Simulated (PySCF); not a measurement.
# NH+: from the state search to spectroscopic constants

One table from this session's results is given with a row withheld; the runs are named, their logs left out.

Method: H def2-TZVP, N def2-TZVP, no relativity; program: PySCF 2.14.0.

The first run:

Settings of the job:

| Property | Result |
| --- | --- |
| atoms | H, N |
| charge | 1 |
| basis | H def2-TZVP, N def2-TZVP |
| Hamiltonian | no relativity |
| basis functions | 37 |
| electrons treated | 7 |
| masses in u | 1.0078, 14.0031 |
| levels | PBE0, PBE, r²SCAN, r²SCAN0, revPBE, PW91, CAM-B3LYP, HF, MP2, SCS-MP2, CCSD, CCSD(T) |
| grid | 80 radial by 434 angular points |
| occupations | held fixed by the projection of orbital angular momentum |
| dissociation limit | H+ + N, each in its ground configuration |
| starting distance in angstrom | 1.075 |
| values of 2S to try | 1, 3 |

The run is started by

```sh
$ OMP_NUM_THREADS=1 python dia.py task.json out
```

Among the steps run: Input; First curve: PBE0; Excited determinants; PBE (GGA); r²SCAN (meta-GGA); r²SCAN0 (hybrid meta-GGA); revPBE (GGA); PW91 (GGA); CAM-B3LYP (range-separated hybrid); UHF; MP2 and coupled cluster.

One table of the session follows, with a row left open; its other results are not shown here.

It belongs to the step «The curves together». Energy (eV) from each level's lowest point:

| R (Å) | UHF | UHF-MP2 | UHF-SCS-MP2 | UHF-CCSD | UHF-CCSD(T) |
| --- | --- | --- | --- | --- | --- |
| 0.947 | 0.275 | 0.371 | 0.385 | n/a | n/a |
| 0.991 | 0.095 | 0.158 | 0.168 | 0.176 | 0.182 |
| 1.035 | 0.013 | 0.042 | 0.048 | 0.053 | 0.056 |
| 1.068 | 0.000 | 0.005 | 0.007 | 0.010 | 0.011 |
| 1.101 | 0.020 | 0.000 | 0.000 | 0.000 | 0.000 |
| 1.134 | 0.066 | 0.022 | 0.019 | 0.017 | 0.015 |
| 1.178 | ? | ? | ? | ? | ? |
| 1.233 | 0.308 | 0.196 | 0.185 | 0.180 | 0.173 |
| 1.299 | 0.517 | 0.368 | 0.353 | 0.345 | 0.335 |
| 1.387 | 0.817 | 0.628 | 0.609 | n/a | n/a |

Q: Estimate the row for R (Å) = 1.178 from the others.

Worked estimate for «UHF». A straight line through the neighbours (1.134, 0.066) and (1.233, 0.308) gives 0.066 + (0.308 − 0.066) × (1.178 − 1.134) / (1.233 − 1.134) = 0.174; a parabola fitted to 4 rows on both sides gives 0.162.

As computed: UHF: 0.158; UHF-MP2: 0.083; UHF-SCS-MP2: 0.076; UHF-CCSD: 0.073; UHF-CCSD(T): 0.069. In «UHF» the line misses by +0.016 and the parabola by +0.004.
